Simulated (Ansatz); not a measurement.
Input file:

```yaml
crystal:
  periodic: [false, false, false]
  atoms:
    - {symbol: Mo, position_ang: [0.000000, 0.000000, 0.000000]}
    - {symbol: C, position_ang: [0.000000, 0.000000, 2.697000]}
basis:
  gaussian: {orbitals: def2-SVP}
magnetization: {spin_polarized: true, initial_magnetization: 2}
hamiltonian: {xc: {name: B2PLYP}}
correlation: {electrons: outside_noble_gas}
```

```sh
$ ansatz run in.yaml --threads 1 --pin off --events-out ev --progress --plain --max-ram 2393MiB
```

The program prints:

```
471 factors; integrals over basis functions are off by at most 5.3e-4 eV
mean field evaluation 1: about -2869.4319 eV, gradient 9.5e0 eV
mean field evaluation 2: about -2869.4711 eV, gradient 9.5e0 eV
mean field evaluation 4: about -2868.0919 eV, gradient 1.9e1 eV
mean field evaluation 8: about -2870.8338 eV, gradient 1.7e0 eV
mean field evaluation 16: about -2872.4344 eV, gradient 1.2e0 eV
mean field evaluation 32: about -2873.3502 eV, gradient 2.2e-6 eV
mean field evaluation 64: about -2875.1088 eV, gradient 7.8e-2 eV
mean field evaluation 96: about -2873.2347 eV, gradient 8.3e-2 eV
mean field evaluation 128: about -2873.8042 eV, gradient 9.3e-2 eV
mean field evaluation 160: about -2873.0220 eV, gradient 1.1e0 eV
mean field evaluation 192: about -2873.7948 eV, gradient 5.1e-1 eV
mean field evaluation 224: about -2872.7499 eV, gradient 2.3e-2 eV
mean field evaluation 256: about -2872.9237 eV, gradient 9.8e-1 eV
mean field evaluation 288: about -2872.6850 eV, gradient 1.8e-3 eV
mean field evaluation 320: about -2874.4493 eV, gradient 5.1e0 eV
mean field -2875.10996506 eV, -105.6583423966 hartree, gradient 6.0e-6 eV, S^2 4.893754; 18 other end points of the search recorded, 0 dependent functions left out
5 core orbitals not correlated: weight in the atoms' cores, before any rotation towards them, 1.000 or more for the frozen orbitals, at most 0.000 for the correlated occupied ones
reference -2875.11008581 eV, -105.6583468340 hartree; 6, 4 occupied and 34, 36 virtual orbitals, 471 factors
second order -4.34195254 eV of doubles, -0.00000000 eV of singles
Total energy: -2876.28241300 eV, -105.7014290635 hartree
```

Ran on 1 thread of Arm Neoverse V1, shared host: 45 s wall, 0.16 GiB peak host memory.
